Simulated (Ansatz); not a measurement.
# AlH5Si: the cost of one run

All numbers are computed with Ansatz 0.2.0 through its Python package. The levels of theory stand in the script.

### 1 Starting point

Bond lengths: Al1–Si2 2.390 Å, Al1–H3 1.504 Å, Al1–H4 1.562 Å, Si2–H5 1.485 Å, Si2–H6 1.478 Å, Si2–H7 1.501 Å. Angles: Al1–Si2–H5 109.7°, Al1–Si2–H6 111.1°, Al1–Si2–H7 108.0°, H5–Si2–H6 109.6°, H5–Si2–H7 109.1°, H6–Si2–H7 109.3°, Si2–Al1–H3 122.3°, Si2–Al1–H4 116.7°, H3–Al1–H4 121.0°.

The script holds or builds the structure itself.

### 2 The code

basis.py reads:

```python
'''Basis-set convergence for AlH5Si.'''

import ansatz as az

molecule = (
    az.Crystal.molecule()
    .atom('Al', [-0.2945, -1.3363, 0.0898])
    .atom('Si', [0.2481, 0.9856, -0.0673])
    .atom('H', [0.6911, -2.3615, 0.578])
    .atom('H', [-1.7375, -1.75, -0.3419])
    .atom('H', [0.1157, 1.436, -1.4757])
    .atom('H', [-0.6342, 1.797, 0.7978])
    .atom('H', [1.6725, 1.1611, 0.3737])
)

setup = molecule.calculation().correlation('MP2')

energies = {}
for basis in ['cc-pVDZ', 'cc-pVTZ']:
    summary = setup.basis(gaussian=basis).run().report
    size = summary['n_frozen'] + summary['n_occupied'][0] + summary['n_virtual'][0]
    energies[basis] = (summary['reference_energy_ev'] / 27.211386246, summary['free_energy_ev'] / 27.211386246)
    print(f'{basis:14s} {size:4d} orbitals  reference {energies[basis][0]:14.6f} Ha  total {energies[basis][1]:14.6f} Ha')

# two-point extrapolation: the basis-set error of the correlation energy falls as X^-3
small, large = (energies[b][1] - energies[b][0] for b in ('cc-pVDZ', 'cc-pVTZ'))
limit = (3 ** 3 * large - 2 ** 3 * small) / (3 ** 3 - 2 ** 3)
print(f'correlation energy: {small:.6f} and {large:.6f} Ha, extrapolated {limit:.6f} Ha')
print(f'share caught by the larger set: {100 * large / limit:.1f} %')
```

### 3 The input behind the calls

The engine receives this input (first run):

```yaml
crystal:
  periodic: [false, false, false]
  atoms:
    - { symbol: Al, position_ang: [-0.2945, -1.3363, 0.0898] }
    - { symbol: Si, position_ang: [0.2481, 0.9856, -0.0673] }
    - { symbol: H, position_ang: [0.6911, -2.3615, 0.578] }
    - { symbol: H, position_ang: [-1.7375, -1.75, -0.3419] }
    - { symbol: H, position_ang: [0.1157, 1.436, -1.4757] }
    - { symbol: H, position_ang: [-0.6342, 1.797, 0.7978] }
    - { symbol: H, position_ang: [1.6725, 1.1611, 0.3737] }
basis:
  gaussian:
    orbitals: cc-pVDZ
correlation:
  method: mp2
```

### 4 The run

Command:

```console
$ python basis.py
```

Q: Estimate wall time and peak memory on 1 thread of Arm Neoverse V2, shared host.

About 2.2 s, with a peak of 0.24 GiB.
